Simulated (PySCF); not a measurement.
**C2F3N: core ionisation energies**

C2F3N.
Cartesian coordinates in Å at the GFN2-xTB level; atoms count from 1:
```
atom  x, y, z in Å
N1     2.1742   -0.0391   -0.0430
C2     1.0362   -0.0183   -0.0223
C3    -0.4404    0.0081    0.0043
F4    -0.9142    1.0934   -0.6134
F5    -0.8996    0.0216    1.2583
F6    -0.9531   -1.0639   -0.6055
```

The calculation used PySCF 2.14.0, delta-SCF UKS SCAN, pcX-2 on the ionised atom, pcseg-1 elsewhere, spin-free X2C. Each binding energy is the total energy of the core-ionised species, with the hole localised on one atom, minus that of the ground state; both are solved self-consistently, so orbital relaxation is included.

**Question.** What binding energy does each computed site have?

**Answer.** 
| atom(s) | bonded to | level | binding energy (eV) | above the level's lowest (eV) | count |
| --- | --- | --- | --- | --- | --- |
| N1 | C (triple bond) | N 1s | 407.23 | 0.00 | 1 |
| C2 | N (triple bond) and C | C 1s | 294.10 | 0.00 | 1 |
| C3 | 3 F and C | C 1s | 300.60 | +6.50 | 1 |
| F4/F5/F6 | C | F 1s | 695.26 | 0.00 | 3 |

The listed C 1s values span 6.50 eV, from C2 (bonded to N (triple bond) and C) to C3 (bonded to 3 F and C). Summing the Pauling electronegativity differences to the bonded atoms, each weighted by its formal bond order, gives +1.47 for the lowest site and +4.29 for the highest.

**Question.** Which effective nuclear charge Zeff reproduces each element's mean 1s value in the hydrogen-like formula E = 13.606 eV × Zeff²?

**Answer.** C (Z = 6): mean 297.4 eV, Zeff = 4.67, Z − Zeff = 1.33; N (Z = 7): mean 407.2 eV, Zeff = 5.47, Z − Zeff = 1.53; F (Z = 9): mean 695.3 eV, Zeff = 7.15, Z − Zeff = 1.85. Means run over the listed sites, weighted by atom count.

**Question.** What is the longest wavelength that can ionise C 1s of C2 vertically?

**Answer.** λ = hc/E = 12398.42 eV Å / 294.10 eV = 42.157 Å.

The first atom of each set that the bonding makes equivalent was ionised and stands for the set. Isolated species at its GFN2-xTB geometry, gas phase.

The run took 12 s on Arm Neoverse V1, one thread, no GPU (shared host).
